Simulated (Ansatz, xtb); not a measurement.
System: C$_{3}$H$_{3}$ (charge 0, doublet). It need not be the lowest isomer of its formula. SMILES: [CH]=C=C
Structure (B3LYP-D3(BJ)/def2-TZVP (Ansatz, a first-principles code) minimum search):
```xyz
6

C     -0.0003    -0.0188     0.1135
C     -0.0037    -0.2179     1.3177
C      0.0034     0.2038    -1.2323
H     -0.0066    -0.3912     2.3654
H      0.9329     0.3302    -1.7707
H     -0.9230     0.2584    -1.7878
```
Charge 0, spin multiplicity 2.

Harmonic wavenumbers from GFN2-xTB (xtb, at its own minimum), cm⁻¹: 288, 338, 487, 608, 656, 967, 1153, 1382, 2105, 3108, 3135, 3394.

Task: Give the harmonic wavenumbers at B3LYP-D3(BJ)/def2-TZVP (Ansatz, finite differences of forces, unscaled).

Result: 357, 408, 457, 632, 694, 1033, 1092, 1461, 2011, 3147, 3236, 3464 cm⁻¹. Zero-point energy 25.7 kcal/mol.

Task: From these and the geometry, give the ideal-gas thermochemistry at 298.15 K and 1 atm (rigid rotor, harmonic oscillator).

Result: Point group C2v, rotational symmetry number 2. Rotational constants 290.7, 9.601, 9.294 GHz. S(trans) 36.92, S(rot) 18.68, S(vib) 3.72, S(elec, spin only) 1.38, S 60.7 cal/(mol K). H(298) - H(0) 3.15 kcal/mol; G - E(el) 10.8 kcal/mol.
